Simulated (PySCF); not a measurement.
**How the method moves the adiabatic energies of losing or gaining an electron of chlorine fluoride**

Structure: `FCl` (ClF).

All levels share the PBE0-D3(BJ)/ma-def2-SVP structures and the PBE0-D3(BJ)/ma-def2-SVP thermal terms; only the single-point energies (PySCF) change. Values are adiabatic energies of losing or gaining an electron (0 K, eV).

| level | ionisation energy to the radical cation | abs. error | time |
| --- | --- | --- | --- |
| HF/aug-cc-pVTZ | 11.78 | 0.88 | 2.2 s |
| PBE0-D3(BJ)/ma-def2-TZVP | 12.51 | 0.15 | – |
| CCSD(T)/aug-cc-pVTZ | 12.60 | 0.05 | 4.1 min |
| MP2/aug-cc-pVTZ | 12.70 | 0.04 | 9.1 s |
| ATcT 1.112 | 12.66 |  |  |

Times are wall times for all single points of a level on 1 thread of Intel Xeon 6975P-C, a shared host; the dash marks the run that also made the structures.

Hartree-Fock leaves out electron correlation, so its ionisation energies and electron affinities from energy differences come out too low, often by 1 eV or more.

At HF/aug-cc-pVTZ a relaxed species lies above the same state at the other structure, so the structures fit that level poorly.

The spread: 0.92 eV, from 11.78 to 12.70.

Known limits: spin-orbit coupling is left out of the energies, which matters for open shells on the heavier atoms.
